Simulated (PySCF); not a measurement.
## Ionisation energy of B by level of theory

B [He] 2s2 2p1 (2P) → B⁺ [He] 2s2 (1S), as a difference of total energies. All numbers are calculated (PySCF 2.14, the non-relativistic Hamiltonian (point nucleus), in dyall-acv3z (15s9p4d2f, 76 functions)). Correlated levels: valence and next inner shell: nothing frozen; virtual orbitals above 40 to 60 times the deepest correlated orbital energy dropped. The calculations carry no spin-orbit coupling.

```csv
method,ionisation energy (eV)
UHF,8.042
MP2 (valence and next inner shell),8.276
SCS-MP2 (valence and next inner shell),8.234
CCSD (valence and next inner shell),8.201
CCSD(T) (valence and next inner shell),8.234
```

How much does correlation contribute at CCSD(T) (valence and next inner shell)?

8.234 − (8.042) = 0.192 eV, measured against UHF.

Errors of the correlated levels include the incompleteness of this basis.

For comparison: 8.297 eV (measured; NIST levels, between the centres of gravity of the two terms).
